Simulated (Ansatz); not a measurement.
**AlN, triplet: reading a ladder of total energies**

Geometry: a point of a stretch scan, not a stationary point.

```yaml
atoms:
  - { symbol: Al, position_ang: [0.0000, 0.0000, 0.0000] }
  - { symbol: N, position_ang: [0.0000, 0.0000, 1.5840] }
```

Basis cc-pVDZ; Ansatz 0.2.0. Correlated methods freeze the noble-gas cores, which leaves 8 electrons in 26 orbitals. Prefix R: restricted or restricted open-shell reference; prefix U: unrestricted.

Full CI is exact within this basis and frozen core; it isn't the basis-set limit. The frozen core follows each run's orbitals, which can shift R against U totals by a few meV.

The cluster runs stand on a determinant 0.06 eV above the lowest UHF solution, chosen by trial CCSD; the correlation energy below is counted from it.

Runs differ by some tens of microhartree through their thresholds and, for an open shell, their frozen cores, so steps under 0.1 kcal/mol mean nothing.

```csv
level,total energy (hartree)
UHF determinant under the cluster runs,-296.238151
UMP2,-296.385874
UCCSD,-296.421470
UCCSD(T),-296.427859
UCCSDT,-296.429869
UCCSDT(Q),-296.430851
UCCSDTQ,-296.430732
full CI,-296.430743
```

Problem. What is the correlation energy at full CI, and what share of it do UMP2 and UCCSD(T) recover?

Solution. E(corr) = -296.430743 − (-296.238151) = -0.192592 hartree = -5.241 eV. UMP2: -0.147723 / -0.192592 = 76.70 %. UCCSD(T): -0.189708 / -0.192592 = 98.50 %.

Problem. By how many kcal/mol does UCCSD(T) miss full CI (1 hartree = 627.509 kcal/mol), and which steps make up the rest?

Solution. -296.427859 − (-296.430743) = 0.002884 hartree = 1.81 kcal/mol. Steps: UCCSDT − UCCSD(T) = -1.26, UCCSDT(Q) − UCCSDT = -0.62, UCCSDTQ − UCCSDT(Q) = 0.07, full CI − UCCSDTQ = -0.01 kcal/mol. Differences between like states or geometries often cancel part of this.
